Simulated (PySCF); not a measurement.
fluoromethane (CH₃F), SMILES CF.

Geometry: PBE-D3(BJ)/def2-TZVP.

Method: PySCF with PBE-D3(BJ)/def2-TZVP.

Harmonic, unscaled wavenumbers; measured fundamentals usually lie a few per cent lower.

Modes within 1.5 cm⁻¹ of each other (mostly degenerate sets) share a row, with their intensities summed.

```tsv
mode	ν (cm⁻¹)	IR (km/mol)	moving atoms (share of kinetic energy)
1	1030	99.6	C 52 %, F 43 %
2–3	1153	0.6	H 79 %, C 17 %
4	1434	1.5	H 88 %, C 11 %
5–6	1440	7.1	H 96 %
7	2955	30.8	H 98 %
8–9	3039	71.2	H 90 %, C 10 %
```
